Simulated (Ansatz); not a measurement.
# Relative stability

The two ends of one reaction step of C$_{2}$H$_{7}$S, doublet (PBE0-D4/def2-TZVP).

A:

```tsv
atom	x (Å)	y (Å)	z (Å)
H1	-0.0773	0.3283	1.2971
C2	0.2642	0.8547	0.4022
C3	0.8617	-0.1045	-0.6123
S4	-2.1068	-2.1564	0.3806
H5	-0.5907	1.3946	-0.0136
H6	0.9946	1.6013	0.7226
H7	1.2172	0.4241	-1.4999
H8	1.7085	-0.6519	-0.1922
H9	0.1290	-0.8442	-0.9484
H10	-2.4002	-0.8458	0.4637
```

B:

```xyz
10
angstrom
H -1.1844 -0.5972 0.5565
C 0.3198 1.0070 0.0391
C 1.1656 0.0659 -0.7266
S -1.9230 -1.7156 0.7434
H -0.3989 1.6411 -0.4657
H 0.5525 1.2425 1.0706
H 2.0661 0.5628 -1.1186
H 1.5155 -0.7637 -0.1065
H 0.6377 -0.3473 -1.5895
H -2.7507 -1.0953 1.5973
```

Computed with Ansatz 0.2.0 (basis: def2-TZVPP); correlated methods freeze the cores; orbitals are unrestricted. B3LYP uses VWN-RPA correlation.

Which structure is lower at CCSD(T), and by how much? (To be estimated.)

The calculation gives: A, by 13.34 kcal/mol (electronic energy, against the other). By their contacts, A is a complex of C₂H₆ (CC) + HS and B is a complex of C₂H₅ ([CH2][CH3]) + H₂S.

All methods give the same order:

```tsv
method	E(B) − E(A) (kcal/mol)
SPW92	7.32
PBE-D4	9.11
BLYP-D4	10.39
r2SCAN-D4	8.22
B97M-V	10.40
PBE0-D4	10.37
B3LYP-D4	11.36
r2SCAN0-D4	9.56
BHLYP-D4	12.83
CAM-B3LYP-D4	12.11
wB97X-V	12.32
wB97M-V	11.79
B2PLYP	12.40
PBE-QIDH	11.96
RPA on PBE	16.00
HF	14.98
MP2	13.42
CCSD	13.79
CCSD(T)	13.34
```

The T1 diagnostic stays at or below 0.011. ⟨S²⟩ of the unrestricted Hartree–Fock references: 0.76 (a pure state has 0.75).

Labels in which every atom is bracketed show which atoms are joined, not bond orders.

For scale, one of the runs: CCSD(T)/def2-TZVPP, 202 basis functions, launched by `ansatz run in.yaml --threads 4 --pin off --events-out ev --progress --plain --max-ram 9574MiB`. The run took 2.1 min on 4 CPU threads of an Arm Neoverse V1 (shared host), with 6.5 GiB of host memory at its peak.
